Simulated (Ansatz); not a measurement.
# C2H4O (charge -1), SMILES C[CH][O-]: a composite energy at a relaxed geometry

Computed with the Python package of Ansatz (0.2.0).

Run as a notebook:

In [1]:
```python
import itertools
import warnings

import ansatz
from ase.data import atomic_numbers, covalent_radii
import numpy as np
```

In [2]:
```python
warnings.simplefilter("ignore", ansatz.DeckWarning)

mol = (
    ansatz.Crystal.molecule()
    .atom("C", (-0.6326, -0.0095, -0.0525))
    .atom("C", (0.8024, 0.3371, 0.305))
    .atom("O", (1.4712, -0.8033, 0.7509))
    .atom("H", (-1.1586, 0.9047, -0.3982))
    .atom("H", (-1.1567, -0.4096, 0.8406))
    .atom("H", (-0.652, -0.7689, -0.8629))
    .atom("H", (1.3263, 0.7495, -0.5829))
)
```

In [3]:
```python
job = (
    mol.calculation()
    .basis(gaussian="def2-SVP")
    .functional("r2scan")
    .charge(-1)
    .spin("collinear", total=1)
)
symbols = [site.symbol for site in mol.cartesian_sites]
start = np.array([site.position_ang for site in mol.cartesian_sites], dtype=float)
summary = job.relax(force_tolerance=0.01).run(threads=1, backend="cpu").report
end = np.array(summary["positions_ang"])
radius = [covalent_radii[atomic_numbers[s]] for s in symbols]
span = lambda where, i, j: np.linalg.norm(where[i] - where[j])
bonded = [(i, j) for i, j in itertools.combinations(range(len(symbols)), 2) if min(span(start, i, j), span(end, i, j)) < 1.2 * (radius[i] + radius[j])]
print("pair        before    after (A)")
for i, j in bonded:
    print(f"{symbols[i]}{i}-{symbols[j]}{j}".ljust(10), f"{span(start, i, j):8.4f} {span(end, i, j):8.4f}")
```
```text
pair        before    after (A)
C0-C1        1.5189   1.5150
C0-H3        1.1099   1.1114
C0-H4        1.1101   1.1127
C0-H5        1.1108   1.1412
C1-O2        1.3952   1.2871
C1-H6        1.1104   1.1484
```

In [4]:
```python
minimum = ansatz.Crystal.molecule()
for symbol, place in zip(symbols, end):
    minimum = minimum.atom(symbol, place.tolist())
at_minimum = minimum.calculation().charge(-1).spin("collinear", total=1)
level = lambda method, basis: at_minimum.basis(gaussian=basis).correlation(method).run(threads=1, backend="cpu").report
small, large, cluster = level("mp2", "cc-pVDZ"), level("mp2", "cc-pVTZ"), level("ccsd_t", "cc-pVDZ")
corr = lambda each: (each["free_energy_ev"] - each["reference_energy_ev"]) / 27.211386246
mp2_limit = (27 * corr(large) - 8 * corr(small)) / 19
pieces = {"HF / cc-pVTZ": large["reference_energy_ev"] / 27.211386246, "MP2 correlation, DZ-TZ limit": mp2_limit, "CCSD(T) - MP2 / cc-pVDZ": corr(cluster) - corr(small)}
for name, value in pieces.items():
    print(f"{name:32s} {value:14.6f} Ha")
print(f"{'sum':32s} {sum(pieces.values()):14.6f} Ha")
print("T1 diagnostic", round(cluster["correlation"]["coupled_cluster"]["t1_diagnostic"], 4))
```
```text
HF / cc-pVTZ                        -152.896559 Ha
MP2 correlation, DZ-TZ limit          -0.634500 Ha
CCSD(T) - MP2 / cc-pVDZ               -0.045275 Ha
sum                                 -153.576333 Ha
T1 diagnostic 0.0177
```

Notes:
- Total energies depend on the basis set; only differences at equal settings carry meaning.
- The sum leaves out core correlation, relativity, the Hartree-Fock basis error and zero-point energy; a DZ-TZ extrapolation is rough.
- The run takes the species as open-shell (spin multiplicity 2), which needn't be its ground state.
- Inner cores stay frozen, so this is valence correlation.
- Anions want diffuse functions, which this basis lacks.
- Wall time of the script: 35 s on 1 thread of AMD EPYC 7B13 (Zen 3), on a shared host, peak memory 0.36 GiB.
